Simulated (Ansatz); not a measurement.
Input file:

```yaml
crystal:
  periodic: [false, false, false]
  atoms:
    - {symbol: C, position_ang: [0.000000, 0.106349, 2.006952]}
    - {symbol: Ga, position_ang: [0.000000, -0.041352, -0.402525]}
    - {symbol: H, position_ang: [0.000000, 1.056998, 2.539757]}
    - {symbol: H, position_ang: [0.000000, -0.761778, 2.660825]}
    - {symbol: H, position_ang: [0.000000, 1.297997, -1.271393]}
basis:
  gaussian: {orbitals: cc-pVDZ}
magnetization: {spin_polarized: true, initial_magnetization: 2}
hamiltonian: {xc: {name: PBE0}}
correlation: {method: ccsd, electrons: outside_noble_gas}
```

```sh
$ ansatz run in.yaml --threads 1 --pin off --events-out ev --progress --plain --max-ram 2393MiB
```

Log:

```
584 factors; integrals over basis functions are off by at most 1.3e-3 eV
mean field evaluation 1: about -53446.8538 eV, gradient 2.4e1 eV
mean field evaluation 2: about -53446.9317 eV, gradient 2.4e1 eV
mean field evaluation 4: about -53450.4313 eV, gradient 5.9e0 eV
mean field evaluation 8: about -53450.8134 eV, gradient 1.9e-1 eV
mean field evaluation 16: about -53450.8148 eV, gradient 4.9e-4 eV
mean field evaluation 32: about -53440.3698 eV, gradient 8.5e0 eV
mean field -53450.81481104 eV, -1964.2812140423 hartree, gradient 2.4e-6 eV, S^2 2.015040; 2 other end points of the search recorded, 0 dependent functions left out
15 core orbitals not correlated: weight in the atoms' cores, before any rotation towards them, 0.998 or more for the frozen orbitals, at most 0.001 for the correlated occupied ones
reference -53407.82488070 eV, -1962.7013632418 hartree; 6, 4 occupied and 35, 37 virtual orbitals, 584 factors
second order -4.74520464 eV of doubles, -0.20643411 eV of singles
cycle   1  -5.44296145 eV  change   -4.9e-1 eV  update   6.4e-2
cycle   2  -5.64137783 eV  change   -2.0e-1 eV  update   2.3e-2
cycle   3  -5.69046366 eV  change   -4.9e-2 eV  update   1.1e-2
cycle   4  -5.69347077 eV  change   -3.0e-3 eV  update   4.8e-3
cycle   5  -5.69361334 eV  change   -1.4e-4 eV  update   2.1e-3
cycle   6  -5.69355464 eV  change    5.9e-5 eV  update   9.5e-4
cycle   7  -5.69367032 eV  change   -1.2e-4 eV  update   3.8e-4
cycle   8  -5.69368356 eV  change   -1.3e-5 eV  update   1.8e-4
cycle   9  -5.69363950 eV  change    4.4e-5 eV  update   8.7e-5
cycle  10  -5.69363388 eV  change    5.6e-6 eV  update   4.0e-5
cycle  11  -5.69363441 eV  change   -5.3e-7 eV  update   1.9e-5
cycle  12  -5.69363114 eV  change    3.3e-6 eV  update   7.0e-6
Total energy: -53413.51851184 eV, -1962.9106003269 hartree
```

Ran on 1 thread of Intel Xeon Platinum 8488C, shared host: 4.6 s wall, 0.16 GiB peak host memory.
